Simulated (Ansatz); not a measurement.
**AlH₃+ (doublet): the correlation ladder, def2-TZVPP**

The task here is to estimate one member of a computed series from the others.

Computed with Ansatz 0.2.0, Gaussian basis. Level: def2-TZVPP, core rule «outside noble gas», up to 5 orbitals frozen.

The runs, in order: UHF; ROHF; CCSD(T) on UHF.

2 further runs of the same task are left out: 2 set aside as unsound or not needed.

## The system

The geometry is a PBE0/def2-TZVP stationary point (not a proven minimum) of the parent state, kept for this charge and spin.

4 atoms, charge 1, spin multiplicity 2.

Atoms are counted from 1 here; the program's logs count them from 0.

Bond lengths: Al1–H2 1.586 Å, Al1–H3 1.586 Å, Al1–H4 1.586 Å. Angles: H2–Al1–H3 120.0°, H2–Al1–H4 120.0°, H3–Al1–H4 120.0°.

The first run:

Contents of in.yaml:

```yaml
crystal:
  periodic: [false, false, false]
  atoms:
    - {symbol: Al, position_ang: [0.000000, 0.000000, 0.000000]}
    - {symbol: H, position_ang: [1.585776, 0.015051, -0.000083]}
    - {symbol: H, position_ang: [-0.805923, 1.365794, -0.002790]}
    - {symbol: H, position_ang: [-0.779853, -1.380845, 0.002873]}
basis:
  gaussian: {orbitals: def2-TZVPP}
total_charge: 1
magnetization: {spin_polarized: true, initial_magnetization: 1}
hamiltonian: {xc: hf}
output: {orbitals: {seedname: orbitals}}
```

Launch:

```
$ ansatz run in.yaml --threads 1 --pin off --events-out ev --progress --plain --max-ram 4096MiB --backend cpu
```

Among the steps run: UHF; ROHF; CCSD(T) on UHF.

One of the session's tables, all rows but one given; the rest of the session is left out.

```
  method  from UCCSD(T) (meV)
    ROHF                    ?
     UHF              +2506.2
    UMP2               +713.7
   UCCSD                +43.4
UCCSD(T)                    0
```

Estimate the missing values for ROHF.

**Answer.** from UCCSD(T) (meV): +2608.0. In the column «from UCCSD(T) (meV)» it is the highest.
